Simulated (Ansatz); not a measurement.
# C2Cl4: the cost of one run

Program: Ansatz 0.2.0. Level of theory: the levels named in each step. These are calculated values, not measurements.

### 1 The structure to begin with

Bond lengths: Cl1–C2 1.710 Å, C2–Cl3 1.714 Å, C2–C4 1.338 Å, C4–Cl5 1.714 Å, C4–Cl6 1.710 Å. Angles: Cl1–C2–Cl3 116.0°, Cl1–C2–C4 122.0°, Cl3–C2–C4 122.0°, C2–C4–Cl5 122.0°, C2–C4–Cl6 122.0°, Cl5–C4–Cl6 116.0°.

As a file:

```xyz
6

Cl    0.9207   -1.9326   -0.0984
C     0.6201   -0.2517   -0.0018
Cl    2.0034    0.7555    0.0902
C    -0.6216    0.2481    0.0016
Cl   -0.9206    1.9329    0.0937
Cl   -2.0035   -0.7558   -0.0854
```

### 2 A rough first relaxation, PBE-D4/def2-SVP

This run stands in another session on the same molecule. It ended at:

```xyz
6

Cl    0.9324   -1.9514   -0.0969
C     0.6325   -0.2553   -0.0018
Cl    2.0243    0.7597    0.0885
C    -0.6330    0.2541    0.0017
Cl   -0.9329    1.9501    0.0968
Cl   -2.0248   -0.7609   -0.0886
```

### 3 Relaxation, HF/STO-3G

Contents of input.yaml:

```yaml
crystal:
  periodic: [false, false, false]
  atoms:
    - { symbol: Cl, position_ang: [0.93244556, -1.9513544, -0.09688126] }
    - { symbol: C, position_ang: [0.63245614, -0.25532072, -0.00181961] }
    - { symbol: Cl, position_ang: [2.02428346, 0.75969655, 0.08850049] }
    - { symbol: C, position_ang: [-0.63295795, 0.2540796, 0.00173553] }
    - { symbol: Cl, position_ang: [-0.93290951, 1.95012609, 0.09680385] }
    - { symbol: Cl, position_ang: [-2.02479771, -0.76089713, -0.088589] }
basis:
  gaussian: { orbitals: STO-3G }
hamiltonian:
  xc: hf
relax:
  f_tol: 0.002
  max_steps: 150
```

Started as:

```bash
$ ansatz run input.yaml --threads 4 --pin off --max-ram 10240MiB --backend cpu --events-out ev --progress --plain --runs-dir out
```

Q: Estimate wall time and peak memory on 4 threads of Intel Xeon 6975P-C (Granite Rapids), shared host.

About 1.6 s, with a peak of 0.12 GiB.
